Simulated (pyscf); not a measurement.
Single points on ωB97X-D3(BJ)/def2-SVP structures (PySCF, gas phase).

Problem. water (H₂O) + H₂N–Si(F)(F)–F → HO–Si(F)(F)–F + ammonia (NH₃)
Surface: singlet. Broken: H–O, N–Si. Formed: O–Si, H–N. Give ΔE‡ and ΔE from ωB97M-D3(BJ)/def2-TZVP, relative to the separated reactants.

Solution. ΔE‡ = 14.8 kcal/mol, ΔE = -9.7 kcal/mol. Zero-point energy shifts the barrier by +1.3 kcal/mol. It is a four-centre exchange, with an imaginary mode of 1203i cm⁻¹. On the reactant side the descent ends in a complex, 7.0 kcal/mol under the separated species and 21.5 kcal/mol under the saddle at ωB97X-D3(BJ)/def2-TZVP. On the product side the descent ends in an adduct with a N–Si contact, 12.3 kcal/mol under the separated species and 36.0 kcal/mol under the saddle at ωB97X-D3(BJ)/def2-TZVP. What is counted as broken (N–Si) persists as a longer contact in the product adduct; parting that adduct is a step of its own. One saddle was located; it need not be the lowest between these sides.
